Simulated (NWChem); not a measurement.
Program: NWChem. System: Na$_{2}$, charge 0, spin multiplicity 1, at a geometry optimised with PBE/def2-SVP. The structure started from a generated list of species. Level: PBE0/cc-pVQZ.

The NWChem input:

```
start mol
memory heap 200 mb stack 900 mb global 1100 mb
geometry units angstroms nocenter noautoz
  Na     0.000000     0.000000     1.554676
  Na     0.000000     0.000000    -1.554676
  symmetry group D2h
end
basis spherical
  * library cc-pvqz
end
dft
  xc pbe0
  semidirect memsize 60000000 filesize 0
  iterations 100
end
task dft energy
```

Part of the output:

```
             Northwest Computational Chemistry Package (NWChem) 7.3.0
             --------------------------------------------------------

                                NWChem Input Module
                                -------------------

 Scaling coordinates for geometry "geometry" by  1.889725989
 (inverse scale =  0.529177249)

 Turning off AUTOSYM since
 SYMMETRY directive was detected!

                             Geometry "geometry" -> ""
                             -------------------------

 Output coordinates in angstroms (scale by  1.889725989 to convert to a.u.)

  No.       Tag          Charge          X              Y              Z
 ---- ---------------- ---------- -------------- -------------- --------------
    1 Na                  11.0000     0.00000000     0.00000000     1.55467600
    2 Na                  11.0000     0.00000000     0.00000000    -1.55467600

 Effective nuclear repulsion energy (a.u.)      20.5928589394

            Nuclear Dipole moment (a.u.)
            ----------------------------
        X                 Y               Z
 ---------------- ---------------- ----------------
     0.0000000000     0.0000000000     0.0000000000

      Symmetry information
      --------------------

 Group name             D2h
 Group number             26
 Group order               8
 No. of unique centers     1

      Symmetry unique atoms

     1


 Summary of "ao basis" -> "" (spherical)
 ------------------------------------------------------------------------------
       Tag                 Description            Shells   Functions and Types
 ---------------- ------------------------------  ------  ---------------------
 *                          cc-pvqz                   on all atoms

                                 NWChem DFT Module
                                 -----------------

 Summary of "ao basis" -> "ao basis" (spherical)
 ------------------------------------------------------------------------------
       Tag                 Description            Shells   Functions and Types
 ---------------- ------------------------------  ------  ---------------------
[...]
              MO Center= -5.1D-32, -7.2D-31, -1.2D-16, r^2= 6.4D+00
   Bfn.  Coefficient  Atom+Function         Bfn.  Coefficient  Atom+Function
  ----- ------------  ---------------      ----- ------------  ---------------
     4      0.294707  1 Na s                 63      0.294707  2 Na s
     5      0.258028  1 Na s                 64      0.258028  2 Na s
     3      0.171166  1 Na s                 62      0.171166  2 Na s
     6      0.065172  1 Na s                 65      0.065172  2 Na s
     2     -0.058744  1 Na s                 61     -0.058744  2 Na s

 Vector   12  Occ=0.000000D+00  E=-4.950998D-02  Symmetry=b1u
              MO Center= -2.7D-16, -4.0D-16, -5.5D-16, r^2= 1.4D+01
   Bfn.  Coefficient  Atom+Function         Bfn.  Coefficient  Atom+Function
  ----- ------------  ---------------      ----- ------------  ---------------
     6      0.255509  1 Na s                 65     -0.255509  2 Na s
     4      0.242004  1 Na s                 63     -0.242004  2 Na s
     5      0.209002  1 Na s                 64     -0.209002  2 Na s
    18      0.151741  1 Na pz                77      0.151741  2 Na pz
    15      0.147044  1 Na pz                74      0.147044  2 Na pz

 Vector   13  Occ=0.000000D+00  E=-2.093186D-02  Symmetry=b2u
              MO Center= -3.1D-31,  1.4D-18,  9.6D-17, r^2= 1.5D+01
   Bfn.  Coefficient  Atom+Function         Bfn.  Coefficient  Atom+Function
  ----- ------------  ---------------      ----- ------------  ---------------
    20      0.244746  1 Na py                79      0.244746  2 Na py
    17      0.201442  1 Na py                76      0.201442  2 Na py
    14      0.175053  1 Na py                73      0.175053  2 Na py
     8     -0.049936  1 Na py                67     -0.049936  2 Na py
    11      0.025624  1 Na py                70      0.025624  2 Na py

 Vector   14  Occ=0.000000D+00  E=-2.093186D-02  Symmetry=b3u
              MO Center=  2.2D-19, -1.2D-31, -2.1D-16, r^2= 1.5D+01
   Bfn.  Coefficient  Atom+Function         Bfn.  Coefficient  Atom+Function
  ----- ------------  ---------------      ----- ------------  ---------------
    19      0.244746  1 Na px                78      0.244746  2 Na px
    16      0.201442  1 Na px                75      0.201442  2 Na px
    13      0.175053  1 Na px                72      0.175053  2 Na px
     7     -0.049936  1 Na px                66     -0.049936  2 Na px
    10      0.025624  1 Na px                69      0.025624  2 Na px

 center of mass
 --------------
 x =   0.00000000 y =   0.00000000 z =   0.00000000

 moments of inertia (a.u.)
 ------------------
         396.864862254578           0.000000000000           0.000000000000
           0.000000000000         396.864862254578           0.000000000000
           0.000000000000           0.000000000000           0.000000000000

     Multipole analysis of the density
     ---------------------------------

     L   x y z        total         alpha         beta         nuclear
     -   - - -        -----         -----         ----         -------
     0   0 0 0     -0.000000    -11.000000    -11.000000     22.000000

     1   1 0 0     -0.000000     -0.000000     -0.000000      0.000000
     1   0 1 0     -0.000000     -0.000000     -0.000000      0.000000
     1   0 0 1     -0.000000     -0.000000     -0.000000      0.000000

     2   2 0 0    -17.160455     -8.580228     -8.580228      0.000000
     2   1 1 0     -0.000000     -0.000000     -0.000000      0.000000
     2   1 0 1     -0.000000     -0.000000     -0.000000      0.000000
     2   0 2 0    -17.160455     -8.580228     -8.580228      0.000000
     2   0 1 1     -0.000000     -0.000000     -0.000000      0.000000
     2   0 0 2     -7.082567    -98.485857    -98.485857    189.889146

 Task  times  cpu:        9.3s     wall:        9.3s

 Total times  cpu:        9.3s     wall:        9.3s
```
